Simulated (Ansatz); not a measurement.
# Interaction energy ladder

The pair of NH3 (SMILES N, atoms 1–4) and C2H4 (SMILES C=C, atoms 5–10), both closed shells, in one local arrangement (a lower one may exist), relaxed at PBE0-D4/def2-TZVP:

```xyz
10
angstrom
N -0.2465 -0.2428 -2.2205
H 0.5128 0.3445 -2.5434
H -0.1487 -1.1370 -2.6856
H -1.1077 0.1739 -2.5529
C -0.1260 -0.3601 1.3472
C 0.4548 0.6449 1.9844
H -0.1948 -0.3889 0.2627
H -0.5553 -1.1938 1.8951
H 0.5251 0.6763 3.0670
H 0.8863 1.4829 1.4459
```

Computed with Ansatz 0.2.0 (basis: def2-TZVPPD, with def2-QZVPPD for the basis limit); correlated methods freeze the cores. B3LYP uses VWN-RPA correlation. Extrapolation: Hartree–Fock as exp(−7.88 √X), correlation as X^−2.97. Interaction energies count from these two fragments, frozen as in the pair, with the counterpoise correction; negative means bound.

(1) What is the interaction energy by CCSD(T) at an estimated basis limit (MP2 extrapolated from triple and quadruple zeta, plus CCSD(T) − MP2 in triple zeta)? (An estimate is asked for; the value comes from the calculation.)

(2) Which atoms make the shortest contact between the fragments?

T1 diagnostic: at most 0.011.

Results:

(1) Computed: -1.25 kcal/mol. Hartree–Fock alone gives -0.10 kcal/mol at the basis limit. It counts from the two fragments frozen as in the pair.

The same quantity by other methods in triple zeta, and each one's difference from that estimate:
```json
{"method": "PBE-D4", "E_int (kcal/mol)": "-1.61", "difference": "-0.36"}
{"method": "revPBE-D4", "E_int (kcal/mol)": "-1.15", "difference": "0.10"}
{"method": "BLYP-D4", "E_int (kcal/mol)": "-1.11", "difference": "0.15"}
{"method": "r2SCAN-D4", "E_int (kcal/mol)": "-1.06", "difference": "0.19"}
{"method": "B97M-V", "E_int (kcal/mol)": "-1.31", "difference": "-0.06"}
{"method": "PBE0-D4", "E_int (kcal/mol)": "-1.54", "difference": "-0.29"}
{"method": "B3LYP-D4", "E_int (kcal/mol)": "-1.29", "difference": "-0.04"}
{"method": "HSE06-D4", "E_int (kcal/mol)": "-1.56", "difference": "-0.30"}
{"method": "wB97X-V", "E_int (kcal/mol)": "-1.24", "difference": "0.02"}
{"method": "wB97M-V", "E_int (kcal/mol)": "-1.21", "difference": "0.05"}
{"method": "B2PLYP", "E_int (kcal/mol)": "-0.81", "difference": "0.44"}
{"method": "HF", "E_int (kcal/mol)": "-0.09", "difference": "1.17"}
{"method": "MP2", "E_int (kcal/mol)": "-1.07", "difference": "0.18"}
{"method": "CCSD", "E_int (kcal/mol)": "-0.91", "difference": "0.34"}
{"method": "CCSD(T)", "E_int (kcal/mol)": "-1.09", "difference": "0.16"}
```
Differences are method less estimate.

(2) N1 and H7, 2.49 Å apart.

Basis-set superposition shift (counterpoise-corrected less uncorrected): CCSD(T) 0.31; MP2 0.32; HF 0.07; PBE0-D4 0.10; wB97M-V 0.13 kcal/mol.

For scale, one of the runs: CCSD(T)/def2-TZVPPD, 230 basis functions, launched by `ansatz run in.yaml --threads 4 --pin off --events-out ev --progress --plain --max-ram 9574MiB`. Hardware: 4 CPU threads of an Arm Neoverse V2, shared host. Wall time 40 s; peak host memory 4.1 GiB.
